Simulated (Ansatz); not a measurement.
hcp Os, treated with LDA in Ansatz (PAW).

A perfect cell of 2 atoms has -22236.9868 eV. A cell of 36 sites with one atom taken out, atoms relaxed at the host's volume, has -389143.8602 eV. Energies are extrapolated to zero smearing.

Defect cell: Numerical settings: plane-wave cutoff 500 eV, 5×5×5 k mesh, Fermi–Dirac smearing 0.1 eV, cell of 36 sites, scalar-relativistic PAW data made under PBE.

Perfect cell: Settings: plane-wave cutoff 500 eV, 15×15×10 k mesh (along the axes of the cell as run), Fermi–Dirac smearing 0.1 eV, scalar-relativistic PAW data made under PBE.

**Question.** Work out the vacancy formation energy, and the share of vacant sites at 2600 K if the formation entropy is left out.

**Answer.** E_f = E(35) − 35 × E_bulk per atom = -389143.8602 − 35 × (-22236.9868/2) = 3.41 eV. With k_B T = 0.22405 eV, exp(−3.41/0.22405) = 2e-07. Before relaxation the value is 3.45 eV.

The cell is finite, so the vacancy feels its images.

Note: energies are extrapolated to zero smearing, and mesh and cell size move such values by some hundredths of an eV or more.

Ansatz is a program for electronic structure.
